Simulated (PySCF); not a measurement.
**Unknown compound**

Molecular formula: C₃H₄O. Simulated spectra:

1H NMR (600 MHz, computed): δ 2.86 (q, J = 8.5 Hz, 1H), 1.67 (d, J = 8.5 Hz, 3H).

13C{1H} NMR (computed): δ 210.3 (C), 13.9 (CH), 5.5 (CH3).

A single conformation, in vacuum, fast rotation and ring inversion assumed for equivalent nuclei, non-relativistic. HF/pcSseg-2 with gauge-including orbitals; coordinates at the PBE0-D3(BJ)/def2-SVP level; couplings computed with B3LYP/pcJ-1; PySCF.

Scale: TMS for 1H (σref 31.68) and 13C (σref 191.47) (reference shieldings calculated alike).

Question: What is the structure?

Answer: 
1. Rings plus π bonds: 2 (no ring in the answer).
2. 3 carbon signals for 3 carbons: no two carbons are equivalent.
3. Carbon types of the structure: 1 × C, 1 × CH, 1 × CH3, which accounts for all hydrogens.
4. δC 210.3: central carbon of a ketene.
5. δC 13.9: terminal carbon of a ketene.
6. δC 5.5: allylic methyl carbon; a saturated carbon with 1 carbon neighbour and no heteroatom attached.
7. δH 2.86: hydrogen on a terminal carbon of a ketene.
8. δH 1.67: hydrogen on an allylic methyl carbon; allylic position.
9. The protons at 1.67 and 2.86 share a coupling of 8.5 Hz (vicinal).

Structure: Methylketene (SMILES CC=C=O).

Multiplet labels drop couplings under 1 Hz and merge nearly equal ones. Unscaled 3J(H,H) at this level run about 10 % above measured values. Shifts are as computed, not scaled to solution data. Of 1211 compounds with measured shifts, 218 miss one by over three times the rms of a fit or turn the order of signals round; such compounds aren't used in these exercises.
